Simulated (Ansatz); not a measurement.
C₂H₆B, SMILES [BH]CC, vertical spin-state energies

Computed with Ansatz 0.2.0 through its Python package.

Run as a notebook:

In [1]:
```python
import ansatz as az

GEOMETRY = """
B    -1.36370    0.71960   -0.38750
C     0.14670    0.48920   -0.26680
C     0.38880   -0.70730    0.61880
H    -1.86110    0.73940   -1.46150
H     0.57630    0.29610   -1.29270
H     0.63630    1.40950    0.16140
H     1.54400   -0.87120    0.71160
H    -0.00490   -1.60850    0.20300
H     0.02620   -0.51300    1.69660
"""
```

In [2]:
```python
system = az.Crystal.molecule()
for line in GEOMETRY.strip().splitlines():
    symbol, *xyz = line.split()
    system = system.atom(symbol, [float(v) for v in xyz])

setup = (
    system.calculation()
    .basis(gaussian="def2-TZVP")
    .correlation("CCSD(T)")
)
found = {}
for unpaired in [1, 3]:
    r = setup.spin("collinear", total=unpaired).run(threads=1, pin="off").report
    s = unpaired / 2
    found[unpaired] = r["free_energy_ev"]
    print(f"2S+1 = {unpaired + 1}: E = {found[unpaired]:.5f} eV, <S^2> = {abs(r['mean_field']['state']['spin_squared']):.3f} (pure state {s * (s + 1):.2f})")
lowest = min(found, key=found.get)
for unpaired, e in found.items():
    print(f"multiplicity {unpaired + 1}: {(e - found[lowest]):.3f} eV above the lowest")
```
```text
2S+1 = 2: E = -2839.00919 eV, <S^2> = 0.753 (pure state 0.75)
2S+1 = 4: E = -2834.11504 eV, <S^2> = 3.761 (pure state 3.75)
multiplicity 2: 0.000 eV above the lowest
multiplicity 4: 4.894 eV above the lowest
```

In order: multiplicity 2 (+0.00 eV) and multiplicity 4 (+4.89 eV), all at the one geometry.

These settings explore the input space; basis and method may be short of convergence. The geometry is a force-field or estimated start, not a minimum of this method, and the basis set is short of its limit. All parts are taken at fixed geometry, without zero-point energy. The species is open-shell (spin multiplicity 2). S² is that of the Hartree-Fock reference. Run time: 2.3 min on 1 thread of Arm Neoverse V1, with other jobs on the host, peak memory 1.6 GiB.
